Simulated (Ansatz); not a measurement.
## CuN$_{2}$⁺, singlet in def2-SVP: errors against RCCSDT(Q)

Geometry: displaced at random from a stationary point.

```yaml
atoms:
  - { symbol: Cu, position_ang: [0.0844, 0.0052, 1.6438] }
  - { symbol: N, position_ang: [-0.0805, 0.0136, -0.2733] }
  - { symbol: N, position_ang: [-0.0039, -0.0188, -1.3705] }
```

Basis def2-SVP; Ansatz 0.2.0. Correlated methods freeze the noble-gas cores, which leaves 20 electrons in 48 orbitals. Prefix R: restricted or restricted open-shell reference. Active spaces: frontier = (8e, 8o) about the gap. No spin–orbit coupling is included, and no scalar relativity. The metal's outer-core shells are frozen, which leaves out core–valence correlation.

Full CI isn't at hand for all of this; RCCSDT(Q) serves as the reference, and is uncertain by the last step of the cluster series or more.

The UHF ⟨S²⟩ is 0.000 and the T1 diagnostic (RCCSD) is 0.0196. The largest doubles amplitude (RCCSD) is 0.077.

```csv
level,E − E(RHF) (eV)
RMP2,-16.2412
RCCSD,-15.3606
RCCSD(T),-16.0098
```

(1) Estimate how far RCCSDT(Q) in def2-SVP lies from RCCSD(T). The table doesn't fix it; the size of (T) and the diagnostics are the guide.

(1) RCCSDT(Q) in def2-SVP lies 0.26 kcal/mol above RCCSD(T), which is 2 % of the (T) step (-14.97 kcal/mol). (T) overshoots here: it takes the energy past the reference.

The other levels:

```tsv
level	E − E(RCCSDT(Q)) (kcal/mol)	share of correlation (%)	wall time
CISD	52.60	85.74	4.5 s
RCCSDT	0.10	99.97	–
CASSCF (frontier space)	267.01	27.63	–
NEVPT2 (frontier space)	6.58	98.22	8.5 s
MRCISD (frontier space)	25.88	92.98	–
MRCISD+Q (frontier space)	6.71	98.18	11 s
```

The correlation energy at RCCSDT(Q), counted from RHF, is -15.998 eV. That run took 60 s on 1 thread of Arm Neoverse V1, shared host.

Times hold each run's SCF and search for its determinant on a shared host, so for small cases they say little of a method's own cost; they ran on 1 thread of Arm Neoverse V1. Some runs computed forces too.
